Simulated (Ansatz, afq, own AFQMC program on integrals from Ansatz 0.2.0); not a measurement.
Where AFQMC and coupled cluster stand for BO, quartet

```tsv
atom	x (Å)	y (Å)	z (Å)
B	0.0000	0.0000	0.0000
O	0.0000	0.0000	1.8900
```

Basis 6-31G. Noble-gas cores (and the filled d shells of Ga–Kr and In–Xe) are frozen. Ansatz 0.2.0 and our own AFQMC program on the same integrals; the CISD trial comes from CCSD amplitudes, and released means the phaseless constraint is let go. Error bars are statistical, one sigma.

Determinant: UHF, the one that the program's search chose, which needn't be the lowest solution. The geometry is a point of a scan.

Full CI on the same integrals is exact in this basis and with this determinant's frozen core.

Cautions: lower spins were not checked; strong correlation (T1 0.051, weight of the determinant 0.86, largest double 0.11); unrestricted determinant spin contaminated (⟨S²⟩ 3.87 against 3.75); the CCSDT(Q) amplitudes may be one of several solutions (largest double 0.70); the CCSDTQ amplitudes may be one of several solutions (largest double 0.84); the released energies have errors that jump between times, so the bars are unsure, so no released level is given (meV from the phaseless value at times in 1/Eh: -54 ± 45 at 0.24, -15.3 ± 2.1 at 0.51, 5 ± 18 at 0.99, -14 ± 18 at 1.62, -38 ± 4 at 2.40); the determinant fills πx and πy unequally, so it mixes two states of the linear molecule, and each level undoes that mixture to a different degree, while full CI gives the lower state.

```
T1 diagnostic                               : 0.0508
weight of the determinant in the CISD state : 0.863
⟨S²⟩ of the determinant                     : 3.871
size of the correlated space                : 9 electrons in 16 orbitals
```

Reference: full CI, correlation energy -3.662 eV. The cautions show a poor starting determinant, so the rows tell how each method copes with it here, and full CI is the sure value.

| level | E − E(reference) (kJ/mol) | share of correlation (%) |
| --- | --- | --- |
| HF | 353.4 | 0.00 |
| MP2 | 111.9 | 68.34 |
| CCSD | 28.8 | 91.84 |
| CCSD(T) | 20.8 | 94.13 |
| CCSDT | 4.5 | 98.73 |
| CCSDT(Q) | -0.9 | 100.25 |
| CCSDTQ | 0.4 | 99.90 |
| ph-AFQMC/CISD | 18.4 ± 0.2 | 94.78 |

CCSDT and higher add their correlation energy to the determinant of the CCSD(T) run, since their own runs factorise the integrals more tightly (a shift of under 2 meV).
